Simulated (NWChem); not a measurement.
Molecule: hydrogen sulfide (H$_{2}$S); SMILES S

```xyz
3

S      0.0000     0.0000     0.1056
H      0.9740     0.0000    -0.8447
H     -0.9740     0.0000    -0.8447
```
Atoms are numbered in this order, from 1.

Geometry: optimised at PBE-D3(BJ)/def2-SVP.

Symmetry labels are those of C2v in the frame above (b1 and b2, or b-type labels, depend on it).

Q: List the 6 lowest vertical singlet excitations from Hartree-Fock/def2-SVP, CIS (NWChem).

A: 
```csv
state,energy (eV),oscillator strength,symmetry,leading excitation (squared amplitude)
S1,6.62,0.000,a2,HOMO → LUMO+1 (0.97)
S2,7.60,0.002,b2,HOMO → LUMO (0.98)
S3,11.04,0.294,b1,HOMO−1 → LUMO+1 (0.94)
S4,11.11,0.221,a1,HOMO−1 → LUMO (0.93)
S5,12.71,0.664,b1,HOMO−2 → LUMO (0.95)
S6,13.74,0.725,a1,HOMO−2 → LUMO+1 (0.92)
```
